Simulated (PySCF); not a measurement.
**How good is the calculation?**

Atoms are numbered as in `[CH3:1][CH2:2][SH:3]`; H(Xn) means a hydrogen on atom n.

How the numbers were obtained: shieldings: GIAO PBE0/pcSseg-1, geometry from GFN2-xTB, in PySCF 2.14 (one conformer, no relativistic terms, averaged over atoms made equivalent by symmetry, fast rotation or ring inversion, isolated molecule).

Reference values: measured (solution, not stated per compound (mostly CDCl3 or CCl4); Pretsch, Buehlmann, Badertscher, Structure Determination of Organic Compounds, 4th ed. (2009)).
```json
{"atoms": "C1", "quantity": "δ ¹³C", "reference": "19.7", "computed": "23.8", "computed, scaled": "21.0"}
{"atoms": "C2", "quantity": "δ ¹³C", "reference": "19.1", "computed": "27.0", "computed, scaled": "20.4"}
{"atoms": "H(C2)", "quantity": "δ ¹H", "reference": "2.44", "computed": "2.47", "computed, scaled": "2.42"}
{"atoms": "H(C1)", "quantity": "δ ¹H", "reference": "1.31", "computed": "1.33", "computed, scaled": "1.34"}
```

Computed shifts are σ(ref) − σ with the named reference compound (TMS for H and C) calculated as an isolated molecule at the same level. The measured values may be among those fitted. Expected solution values come from regression of measured δ (H and C: mostly CDCl3, vs TMS) on computed σ: ¹³C (scatter 2.1 ppm rms, 2.3 ppm with the 13 outliers that the fit left out, with a fitted term for attached S); ¹H (scatter 0.17 ppm rms, 0.18 ppm with the 4 outliers that the fit left out). A few per cent of atoms miss by over 2 rms, more outside the fitted compound classes. Hydrogens on heteroatoms aren't scaled, only referred to computed TMS.

Q: How far are the unscaled ¹³C shifts from the references?

A: Mean signed difference +6.00 ppm, mean absolute 6.00 ppm over 2 comparisons; the largest is +7.9 ppm at C2 (sp3 CH2 bonded to S).

Q: How far are the unscaled ¹H shifts from the references?

A: Mean signed difference +0.03 ppm, mean absolute 0.03 ppm over 2 comparisons; the largest is +0.03 ppm at H(C2) (hydrogen on an sp3 CH2 bonded to S).
